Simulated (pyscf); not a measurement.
Optimised with ωB97X-D3(BJ)/def2-SVP in PySCF.

Question: Estimate by transition-state theory the rate constant of `[F][W]([F])([F])([F])([F])[F]` + `[H][H]` -> `[F][WH]([F])([F])([F])[F]` + `[FH]` (singlet surface; F–W, H–H broken, H–W, F–H formed) at 900 K, with ωB97M-D3(BJ)/def2-TZVP energies (ideal gas, 1 atm, RRHO with modes under 100 cm⁻¹ raised to 100, one conformer, R ln 2 for rigid chiral ones; no tunnelling).

Answer: The electronic barrier is 45.7 kcal/mol and the thermal terms add +26.3, so ΔG‡ = 71.9 kcal/mol. With k_BT/h = 1.88e+13 s⁻¹ and RT = 1.788 kcal/mol, and a volume of 1.23e-19 cm³ per molecule at 1 atm, k = 7.9e-24 cm³ molecule⁻¹ s⁻¹. Wigner's tunnelling factor for 943i cm⁻¹ would be 1.09. A shift of 1 kcal/mol in the barrier changes k by a factor 1.7. On the product side the descent ends in a complex, 4.2 kcal/mol under the separated species and 13.2 kcal/mol under the saddle at ωB97X-D3(BJ)/def2-TZVP. One saddle was located; it need not be the lowest between these sides. Elements past Kr carry the def2 core potentials, without spin-orbit coupling.
